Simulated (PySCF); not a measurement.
Bonds (- single, = double, # triple, : aromatic): C1=C2, C2-C3, C3-C4, C4-C5, C5-C6, C6-C1. C1 carries H7; C2 carries H8; C3 carries H9, H10; C4 carries H11, H12; C5 carries H13, H14; C6 carries H15, H16.

GIAO shifts from PySCF on PBE0-D3(BJ)/def2-TZVP geometries (one conformer, non-relativistic, equivalent nuclei averaged), against TMS at the same level and in the same medium; PCM means IEF-PCM chloroform.

Measured (solution, not stated in the table (CDCl3 in this author's series); The use of chemical shift calculations in the conformational analysis of substituted benzenes, New J. Chem. 2019 (ESI)): H7/H8 5.68, H9/H10/H15/H16 1.99, H11/H12/H13/H14 1.61 ppm.

Task: Which unscaled values do B97-2/pcSseg-2, gas; WP04/pcSseg-2, PCM; wB97X-D/pcSseg-2, PCM give, and how close are they?

Result: 
| atoms | measured | B97-2/pcSseg-2, gas | WP04/pcSseg-2, PCM | wB97X-D/pcSseg-2, PCM |
| --- | --- | --- | --- | --- |
| H7/H8 | 5.68 | 6.05 | 5.81 | 6.16 |
| H9/H10/H15/H16 | 1.99 | 2.10 | 2.02 | 2.04 |
| H11/H12/H13/H14 | 1.61 | 1.65 | 1.56 | 1.61 |

Mean absolute error for $^{1}$H: B97-2/pcSseg-2, gas 0.17, WP04/pcSseg-2, PCM 0.07, wB97X-D/pcSseg-2, PCM 0.18 ppm.
